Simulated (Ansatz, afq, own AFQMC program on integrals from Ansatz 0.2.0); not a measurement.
# Where AFQMC and coupled cluster stand for CH$_{2}$Ge, singlet

```xyz
4

Ge    0.0000    0.0000    0.3030
C     0.0000    0.0000   -1.4834
H     0.0000   -0.9122   -2.0790
H     0.0000    0.9122   -2.0790
```

Connectivity, by distances: Ge–CH2.

Basis cc-pVTZ. Only valence electrons are correlated. Integrals, coupled cluster, full CI and functionals: Ansatz 0.2.0; the random walks run on the same integrals in our own AFQMC program. The CISD trial takes its coefficients from CCSD amplitudes. Released means that phaseless walkers are propagated on without the constraint, phases kept. ± is one standard error of the sampling. No spin–orbit coupling.

Determinant: RHF, the one that the program's search chose, which needn't be the lowest solution. The geometry is a PBE0/def2-TZVP stationary point of this or a neighbouring charge and spin state.

No full CI on the walks' own integrals is used here; CCSDT(Q) serves as the reference and is uncertain by about the last step of the cluster series.

Cautions: no relativity below Rb; no spin-orbit coupling; inner d shell frozen; higher spins were not checked; restricted determinant unstable towards unrestricted (UHF 118 meV lower, ⟨S²⟩ 0.39); the released energies are still falling, so no released level is given (meV from the phaseless value at times in 1/Eh: -10 ± 5 at 0.24, -21 ± 3 at 0.51, -21 ± 3 at 0.99, -30 ± 5 at 1.62, -35 ± 5 at 2.40), though the last usable value meets CCSDT(Q) within the noise.

- T1 diagnostic: 0.0162
- weight of the determinant in the CISD state: 0.859
- size of the correlated space: 10 electrons in 86 orbitals

```
  level  correlation energy (eV)
    MP2                  -7.0121
   CCSD                  -7.6240
CCSD(T)                  -8.0039
```

**Question.** Estimate where phaseless AFQMC with the Hartree–Fock trial lies against CCSD(T) on the same integrals.

**Answer.** 50.9 ± 25.8 meV below CCSD(T). The gap is under twice the noise, so this walk alone can't tell the two apart.

Reference: CCSDT(Q), correlation energy -8.052 eV.

```csv
level,E − E(reference) (meV),share of correlation (%)
CCSD(T),48.6,99.40
CCSDT,29.3,99.64
ph-AFQMC/HF,-2.4 ± 25.8,100.03
ph-AFQMC/CISD,32.9 ± 5.2,99.59
```

A walk keeps the symmetry of its determinant, which the program's search chose and which needn't be the lowest solution, so a lower state of the same spin and another symmetry isn't excluded.
